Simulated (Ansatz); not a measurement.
```yaml
crystal:
  periodic: [false, false, false]
  atoms:
    - {symbol: Si, position_ang: [0.430287, -0.694525, 0.310760]}
    - {symbol: H, position_ang: [0.414741, -0.747092, 1.805049]}
    - {symbol: H, position_ang: [1.840981, -0.756075, -0.181192]}
    - {symbol: C, position_ang: [-0.453771, 0.817096, -0.329412]}
    - {symbol: H, position_ang: [0.026729, 1.729147, 0.056659]}
    - {symbol: H, position_ang: [-1.504975, 0.822201, -0.006745]}
    - {symbol: H, position_ang: [-0.427416, 0.854854, -1.427856]}
    - {symbol: F, position_ang: [-0.326577, -2.025595, -0.227274]}
basis:
  gaussian: {orbitals: "6-31++G**"}
magnetization: {spin_polarized: false, initial_magnetization: 2}
hamiltonian: {xc: {name: wB97X}}
scf: {omitted_lower_state_checks: [starts]}
output: {forces: true}
```

```sh
$ ansatz run in.yaml --threads 4 --pin off --events-out ev --progress --plain --max-ram 3916MiB
```

It prints (some lines left out):

```
Functional definition: wB97X
795 factors; integrals over basis functions are off by at most 1.7e-3 eV
235 factors; integrals over basis functions are off by at most 1.7e-5 eV
mean field evaluation 1: about -11700.6496 eV, gradient 4.6e1 eV
mean field evaluation 2: about -11700.7412 eV, gradient 4.6e1 eV
mean field evaluation 4: about -11704.9634 eV, gradient 1.4e1 eV
mean field evaluation 8: about -11705.4548 eV, gradient 6.3e-1 eV
mean field evaluation 16: about -11705.4602 eV, gradient 2.9e-2 eV
mean field evaluation 32: about -11705.4769 eV, gradient 2.3e-5 eV
mean field -11705.47688409 eV, -430.1683412332 hartree, gradient 8.5e-6 eV, S^2 2.000000; 0 other end points of the search recorded, 0 dependent functions left out
reference -11705.47687200 eV, -430.1683407888 hartree; 18, 16 occupied and 73, 75 virtual orbitals, 795 factors
Total energy: -11705.47687200 eV, -430.1683407888 hartree
Atom 0 at     0.430287    -0.694525     0.310760 Å, force    -1.268464     1.457439     2.067731 eV/Å
Atom 1 at     0.414741    -0.747092     1.805049 Å, force     0.635282    -0.615409     0.180841 eV/Å
Atom 2 at     1.840981    -0.756075    -0.181192 Å, force     1.341961    -0.121371    -0.387014 eV/Å
Atom 3 at    -0.453771     0.817096    -0.329412 Å, force     0.341643     1.059181    -1.194225 eV/Å
Atom 4 at     0.026729     1.729147     0.056659 Å, force    -0.089962    -0.360066    -0.133550 eV/Å
Atom 5 at    -1.504975     0.822201    -0.006745 Å, force     0.005358    -0.510041     0.017076 eV/Å
Atom 6 at    -0.427416     0.854854    -1.427856 Å, force    -0.267040     0.158468     0.128503 eV/Å
Atom 7 at    -0.326577    -2.025595    -0.227274 Å, force    -0.698779    -1.068202    -0.679364 eV/Å
Dipole moment:     0.015944     0.376959    -0.186877 e Å
Checks for a lower state left out: starts
```

Run time 7.5 s (4 threads of Intel Xeon on a shared host).

The 6-31G sets use Cartesian d functions.

With spin_polarized false and unpaired electrons the run is restricted open-shell.
